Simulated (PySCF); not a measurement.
Which level of theory gave which numbers?

Species: C₂H₄O₃S.
Structure used (PBE0-D3(BJ)/def2-TZVP), in Å, numbered top down from 1:
```
atom  x, y, z in Å
C1     1.5125    0.6271   -0.3126
C2     0.6047    0.1872    0.5404
S3    -0.7434   -0.7846   -0.0055
O4    -0.7305   -0.8613   -1.4322
O5    -0.8107   -1.9427    0.8152
O6    -1.9873    0.1148    0.4228
H7     1.4211    0.4226   -1.3731
H8     2.3702    1.1925    0.0317
H9     0.6372    0.3371    1.6132
H10   -2.2216    0.6854   -0.3216
```

The closed-shell ground state was solved 4 times with PySCF (density fitting, gas phase), always in the pcSseg-2 basis (279 functions), with these functionals: B97-2, KT3, PBE0 and wB97X-D. Isolated species at its PBE0-D3(BJ)/def2-TZVP geometry (one conformer only).

| row | total energy (Eh) | HOMO (eV) | LUMO (eV) | dipole (D) |
| --- | --- | --- | --- | --- |
| P | -702.1205 | -8.91 | -1.43 | 4.44 |
| Q | -702.4838 | -10.78 | 0.39 | 4.51 |
| R | -702.5052 | -8.62 | -1.47 | 4.40 |
| S | -709.6162 | -7.57 | -2.33 | 4.15 |

Task: Which functional belongs to which row?

Result: P = PBE0, Q = wB97X-D, R = B97-2, S = KT3. By rising HOMO–LUMO gap: KT3 (GGA) 5.24 eV; B97-2 (global hybrid, 21 % exact exchange) 7.15 eV; PBE0 (global hybrid, 25 % exact exchange) 7.48 eV; wB97X-D (range-separated hybrid) 11.17 eV. Total energies of different functionals aren't bounds to one another; each is stationary for its own functional.

The pairwise dispersion term of wB97X-D wasn't added to the energies; at a given geometry it leaves orbitals and properties as they are.
